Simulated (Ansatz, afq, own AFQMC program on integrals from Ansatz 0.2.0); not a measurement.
Where AFQMC and coupled cluster stand for GeH⁺, singlet

```xyz
2

Ge    0.0000    0.0000    0.0000
H     0.0000    0.0000    1.4470
```

Basis cc-pVTZ. Only valence electrons are correlated. Ansatz 0.2.0 and our own AFQMC program on the same integrals; the CISD trial comes from CCSD amplitudes, and released means the phaseless constraint is let go. ± is one standard error of the sampling. No spin–orbit coupling.

Determinant: RHF, the one that the program's search chose, which needn't be the lowest solution. The geometry is a point of a scan.

No full CI on the walks' own integrals is used here; CCSDT(Q) serves as the reference and is uncertain by about the last step of the cluster series.

Cautions: no relativity below Rb; no spin-orbit coupling; inner d shell frozen.

The T1 diagnostic is 0.0095. The weight of the determinant in the CISD state is 0.934 and the size of the correlated space is 4 electrons in 43 orbitals.

```json
{"level": "MP2", "correlation energy (eV)": "-1.7575"}
{"level": "CCSD", "correlation energy (eV)": "-2.2837"}
{"level": "CCSD(T)", "correlation energy (eV)": "-2.3174"}
```

Task: Estimate where AFQMC with the constraint released lies against CCSD(T) on the same integrals.

Result: 1.0 ± 0.3 kJ/mol below CCSD(T).

Reference: CCSDT(Q), correlation energy -2.326 eV. The released energy is read at 1.50 1/Eh (meV from the phaseless value at times in 1/Eh: 4 ± 4 at 0.24, 3 ± 4 at 0.50, 4 ± 3 at 1.00, -1 ± 4 at 1.50).

```json
{"level": "CCSD(T)", "E − E(reference) (kJ/mol)": "0.8", "share of correlation (%)": "99.63"}
{"level": "CCSDT", "E − E(reference) (kJ/mol)": "0.1", "share of correlation (%)": "99.96"}
{"level": "ph-AFQMC/CISD", "E − E(reference) (kJ/mol)": "-0.1 ± 0.4", "share of correlation (%)": "100.04"}
{"level": "released AFQMC", "E − E(reference) (kJ/mol)": "-0.2 ± 0.3", "share of correlation (%)": "100.08"}
```

A walk keeps the symmetry of its determinant, which the program's search chose and which needn't be the lowest solution, so a lower state of the same spin and another symmetry isn't excluded. Released energies are given only where the last usable release times agree within the noise; a slower fall can still hide under it.
